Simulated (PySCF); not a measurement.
**What binds BCl: the parts of the energy along the bond**

State: ¹Σ⁺, singlet, closed shell. RHF-based CCSD(T) in PySCF 2.14 with B cc-pVTZ, Cl cc-pV(T+d)Z and B cc-pVQZ, Cl cc-pV(Q+d)Z (frozen core orbitals: 6; no relativity). Correlation energies are extrapolated as n⁻³ (n = 3, 4), Hartree–Fock as (n+1)·exp(−9√n). CV is the change on freezing 1 orbitals instead, in B cc-pwCVTZ, Cl cc-pwCVTZ. SR is the spin-free X2C energy in B cc-pVTZ-DK, Cl cc-pVTZ-DK less the non-relativistic one in B cc-pVTZ, Cl cc-pVTZ. All energies in eV from B + Cl.

| R (Å) | HF/CBS | CCSD corr. | (T) | CV | SR | total |
| --- | --- | --- | --- | --- | --- | --- |
| 1.5193 | -3.159 | -1.331 | -0.1856 | -0.0534 | -0.0012 | -4.730 |
| 1.5884 | -3.558 | -1.329 | -0.1892 | -0.0408 | 0.0018 | -5.115 |
| 1.6575 | -3.749 | -1.329 | -0.1930 | -0.0303 | 0.0037 | -5.298 |
| 1.7265 | -3.792 | -1.332 | -0.1971 | -0.0216 | 0.0050 | -5.337 |
| 1.7956 | -3.732 | -1.336 | -0.2013 | -0.0144 | 0.0057 | -5.278 |
| 1.8819 | -3.562 | -1.341 | -0.2068 | -0.0071 | 0.0063 | -5.110 |
| 1.9682 | -3.325 | -1.346 | -0.2123 | -0.0013 | 0.0065 | -4.878 |

A fit to the total gives Re = 1.7157 Å, De = 5.339 eV, ωe = 842.1 cm⁻¹, Be = 0.6840 cm⁻¹ (masses 11.0093 and 34.9689 u).

Task: At R = 1.7265 Å the CCSD correlation energy is -0.290212 hartree in the smaller basis and -0.311016 in the larger. Extrapolate it.

Result: (4³·E4 − 3³·E3)/(4³ − 3³) = -0.32620 hartree; the larger basis holds 95.3 % of it.

The T1 diagnostic is 0.016. The open-shell atoms are computed with UHF. Spin–orbit coupling, excitations beyond (T) and corrections to the Born–Oppenheimer picture are left out.
